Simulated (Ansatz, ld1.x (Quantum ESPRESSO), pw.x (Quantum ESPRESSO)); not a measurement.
## From atom to crystal: ultrasoft potential for aluminium

aluminium, ultrasoft, made with ld1.x (Quantum ESPRESSO) 7.5 (PBEsol, scalar-relativistic). Core [Ne], reference 3s2 3p1. Waves: 3s (bound): rcut 1.90, rcutus 2.40 bohr; 3s channel at 0.15 Ry: rcut 1.90, rcutus 2.40 bohr; 3p (bound): rcut 1.85, rcutus 2.55 bohr; 3p channel at 3.5 Ry: rcut 1.85, rcutus 2.55 bohr; 3d channel at -0.15 Ry: rcut 1.70, rcutus 2.10 bohr; 3d channel at 1.1 Ry: rcut 1.70, rcutus 2.10 bohr. Local part: all-electron potential smoothed inside 1.60 bohr (lloc = -1). Core correction: a·sin(br)/r model core inside 1.25 bohr. Augmentation charge: PSQ, inside the norm-conserving radii.

Atomic tests: cutoffs needed: 6 Ry and 8 Ry (the cutoffs (Ry, on a coarse ladder) from which the occupation-weighted sum of valence levels, in a spherical-Bessel basis at the reference potential, stays within 10 and 1 mRy of its value at 400 Ry); ghost test: no extra level below or beside the all-electron valence levels (s, p, d, f tested) (spherical-Bessel basis up to 400 Ry, 20 bohr box); largest excitation error: -4.4 meV (all-electron minus pseudo) for 3s0 3p3, out of 7 test configurations.

Crystal test: diamond Al in pw.x 7.5, no spin, 8³ k-points, Fermi–Dirac smearing 0.01 Ry, cutoffs 40/320 Ry. The reference is all-electron LAPW (Ansatz 0.2.0) with the same functional, mesh and smearing; V0 and B0 come from Birch–Murnaghan fits to the pressures at five volumes. Errors are pseudo minus all-electron; Δ is the rms difference of the E(V) curves that follow from these fits, minima aligned, over ±6 % about the mean V0. Mesh and smearing are coarse, so the numbers serve the comparison and aren't converged zero-temperature values; the lattice is a test structure that the element need not adopt.

All-electron: a0 = 5.998 Å (V0 = 26.97 Å³/atom), B0 = 39.5 GPa.

Q: How far does the potential miss the all-electron equation of state?

A: mean pressure error (GPa): -0.05; a0 (Å): 5.996; a0 error (%): -0.04; B0 error (%): +0.1; Δ (meV/atom): 0.3.

| V (Å³/atom) | P all-electron (GPa) | P pseudo (GPa) |
| --- | --- | --- |
| 25.621 | 2.26 | 2.20 |
| 26.295 | 1.06 | 1.01 |
| 26.969 | 0.01 | -0.04 |
| 27.643 | -0.92 | -0.96 |
| 28.317 | -1.74 | -1.78 |

Q: At the middle volume, how do free energy and pressure move when the wave cutoff is lowered (ecutrho held at 320 Ry)?

A:

| cutoff (Ry) | shift of F (meV/atom) | shift of P (GPa) |
| --- | --- | --- |
| 18 | +1.2 | -0.01 |
| 24 | +0.2 | -0.00 |
| 32 | +0.1 | +0.00 |

The run at the middle volume (29 k-points, 7 iterations) took about 11 s on one core of a shared host (Neoverse-V1, 32 threads, 247 GiB, load 14).
